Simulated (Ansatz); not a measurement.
## Group exchange: H3NO + C2H7NO → H2O2 + C2H8N2

Species: H3NO (hydroxylamine) `NO`, singlet; C2H7NO (ethanolamine) `NCCO`, singlet; H2O2 (hydrogen peroxide) `OO`, singlet; C2H8N2 (ethylenediamine) `NCCN`, singlet. The partners trade NH2 for OH: O–NH2 and C–OH bonds give way to O–OH and C–NH2.

Shapes, held fixed at every level: PBE0-D4/def2-TZVP. Flexible molecules stand in one conformer, not always the lowest. Programs: Ansatz 0.2.0. The zero-point and thermal change to 298 K, harmonic and unscaled (PBE0-D4/def2-TZVP), is -2.7 kJ/mol.

Q: Estimate ΔH(298 K) of this reaction.

A: The highest level, CCSD(T)/CBS estimate, gives ΔH(298 K) = +97.4 kJ/mol; the levels span +87.4 to +118.9. The column of differences is taken from that level and isn't an error. No measured value is set beside it here. The CBS estimate extrapolates MP2 from def2-TZVPP and def2-QZVPP and adds CCSD(T) − MP2 in the triple-zeta set, cores frozen.

```json
{"level": "HF/def2-SVP", "kind": "Hartree–Fock", "ΔH(298 K) (kJ/mol)": "+118.9", "less CCSD(T)/CBS estimate": "+21.5"}
{"level": "HF/def2-TZVPP", "kind": "Hartree–Fock", "ΔH(298 K) (kJ/mol)": "+115.7", "less CCSD(T)/CBS estimate": "+18.3"}
{"level": "PBE-D4/def2-TZVPP", "kind": "GGA", "ΔH(298 K) (kJ/mol)": "+87.4", "less CCSD(T)/CBS estimate": "-10.0"}
{"level": "r2SCAN-D4/def2-TZVPP", "kind": "meta-GGA", "ΔH(298 K) (kJ/mol)": "+93.5", "less CCSD(T)/CBS estimate": "-3.9"}
{"level": "PBE0-D4/def2-TZVPP", "kind": "global hybrid", "ΔH(298 K) (kJ/mol)": "+95.4", "less CCSD(T)/CBS estimate": "-2.0"}
{"level": "wB97M-V/def2-TZVPP", "kind": "range-separated hybrid", "ΔH(298 K) (kJ/mol)": "+96.7", "less CCSD(T)/CBS estimate": "-0.7"}
{"level": "B2PLYP/def2-TZVPP", "kind": "double hybrid", "ΔH(298 K) (kJ/mol)": "+97.7", "less CCSD(T)/CBS estimate": "+0.3"}
{"level": "CCSD(T)/CBS estimate", "kind": "coupled cluster or CI", "ΔH(298 K) (kJ/mol)": "+97.4", "less CCSD(T)/CBS estimate": "0.0"}
```
